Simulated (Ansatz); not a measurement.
Write a Python script for Ansatz 0.2.0 through its Python package that makes a relaxed scan of one distance of AlH₂S, SMILES [AlH][SH]. Use (for the species named): B3LYP, def2-SVP basis, multiplicity 2, D3BJ dispersion.

```xyz
4

Al    0.0450   -1.0787   -0.2818
S     0.9520    1.0117   -0.1353
H    -0.7904   -1.6602    0.9524
H    -0.1510    1.6669   -0.5556
```

Script `relaxed_scan.py`:
```python
"""One bond of AlH2S held at set lengths while the rest relaxes."""

import logging
import sys
import warnings

import ansatz as az
import numpy as np

logging.basicConfig(stream=sys.stdout, format="[%(levelname)s] %(message)s")
log = logging.getLogger("calc")
log.setLevel(logging.INFO)


def main() -> None:
    warnings.simplefilter("ignore", az.DeckWarning)

    geometry_ang = [
        ("Al", (0.045, -1.0787, -0.2818)),
        ("S", (0.952, 1.0117, -0.1353)),
        ("H", (-0.7904, -1.6602, 0.9524)),
        ("H", (-0.151, 1.6669, -0.5556)),
    ]
    system = az.Crystal.molecule()
    for symbol, xyz in geometry_ang:
        system = system.atom(symbol, xyz)

    calc = (
        system.calculation()
        .basis(gaussian="def2-SVP")  # the orbital basis, by name
        .functional("b3lyp", dispersion="d3bj")
        .spin("collinear", total=1)  # two spin channels
    )
    symbols = [site.symbol for site in system.cartesian_sites]
    pairs = [(0, 1), (0, 2), (1, 3)]
    print("held (A)   E (eV)        ", "  ".join(f"{symbols[i]}{i}-{symbols[j]}{j}" for i, j in pairs))
    for length in [1.47, 1.6, 1.73, 1.92, 2.16]:
        r = calc.relax(constraints=[az.DistanceConstraint((0, 2), at=length)], force_tolerance=0.02, max_steps=60).run().report
        xyz = np.array(r["positions_ang"])
        print(f"{length:6.2f} {r['free_energy_ev']:14.5f}  ", "  ".join(f"{np.linalg.norm(xyz[i] - xyz[j]):.3f}" for i, j in pairs))


if __name__ == "__main__":
    main()
```

`python relaxed_scan.py` gives:
```text
held (A)   E (eV)         Al0-S1  Al0-H2  S1-H3
  1.47   -17460.13570   2.214  1.470  1.356
  1.60   -17460.26607   2.214  1.600  1.356
  1.73   -17460.18951   2.215  1.730  1.356
  1.92   -17459.89968   2.218  1.920  1.356
  2.16   -17459.43803   2.223  2.160  1.356
```

What to keep in mind:
- Total energies depend on the basis set; only differences at equal settings carry meaning.
- The energies are electronic: no zero-point or thermal terms, and the basis set is short of its limit.
- The species is open-shell (spin multiplicity 2).
- b3lyp holds the VWN-RPA fit, as in Gaussian; the form of ORCA and Turbomole is b3lyp5.
- The script silences the warnings on its input, which a real study should read.
- It ran for 79 s on 1 thread of Arm Neoverse V1, with other jobs on the host, peak memory 0.19 GiB.

(Lines on the test bed's own set-up are left out of the output.)
